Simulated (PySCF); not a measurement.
## How the method changes the constants of AlH

State: ¹Σ⁺ (singlet), closed shell. Set-up: Al def2-TZVPP, H def2-TZVPP; no relativity (PySCF 2.14). De refers to Al + H in their high-spin ground configurations, without counterpoise correction. A positive dipole means Al(−)H(+).

| Level | Re (Å) | ωe (cm⁻¹) | De (eV) | μ (D) | CPU s a point (SCF and correlation, without the integrals) |
| --- | --- | --- | --- | --- | --- |
| RHF | 1.647 | 1728 | 2.28 | 0.09 | 0.082 |
| RHF-MP2 | 1.645 | 1720 | 2.99 | n/a | 0.12 |
| RHF-SCS-MP2 | 1.644 | 1717 | 3.12 | n/a | n/a |
| RHF-CCSD | 1.650 | 1689 | 3.13 | n/a | n/a |
| RHF-CCSD(T) | 1.651 | 1683 | 3.14 | n/a | 0.69 |
| PBE | 1.679 | 1586 | 3.01 | -0.17 | 0.5 |
| PBEsol | 1.683 | 1580 | 3.10 | -0.15 | 0.33 |
| revPBE | 1.682 | 1582 | 2.98 | -0.15 | 0.33 |
| r²SCAN | 1.661 | 1643 | 3.02 | -0.03 | 0.77 |
| PBE0 | 1.664 | 1644 | 2.99 | -0.09 | 1 |
| M06 | 1.647 | 1700 | 3.30 | -0.15 | 0.88 |
| BHandHLYP | 1.646 | 1699 | 3.12 | -0.11 | 0.41 |
| ωB97X-V | 1.656 | 1682 | 3.18 | -0.02 | 3.3 |

Which functional lies closest to RHF-CCSD(T) in De, which farthest, and by how much do they differ from it?

Closest is BHandHLYP (-0.5 pm in Re, +1.0 % in ωe, -0.02 eV in De against RHF-CCSD(T) in the same basis), farthest revPBE (+3.1 pm in Re, -6.0 % in ωe, -0.16 eV in De). CCSD(T) converges more slowly with the basis than the functionals do and binds too weakly in this one, so the order can change at the basis-set limit.

What does a quarter of exact exchange do here, going from PBE to PBE0?

PBE0 less PBE: -1.5 pm in Re, +3.7 % in ωe, -0.02 eV in De. Exact exchange removes part of the self-interaction that spreads semilocal densities, and in most molecules shortens and stiffens the bond and lowers De; so it does here.

What does the step from GGA to meta-GGA do here, going from PBE to r²SCAN?

r²SCAN less PBE: -1.8 pm in Re, +3.6 % in ωe, +0.01 eV in De. 

Correlated steps freeze 5 core orbitals. Where the molecule has an RHF reference, its open-shell atoms are computed with UHF.

The whole job (state search and all levels along the bond) took about 1.9 min on 1 thread of Arm Neoverse V1 (shared host), peak memory 0.97 GiB.
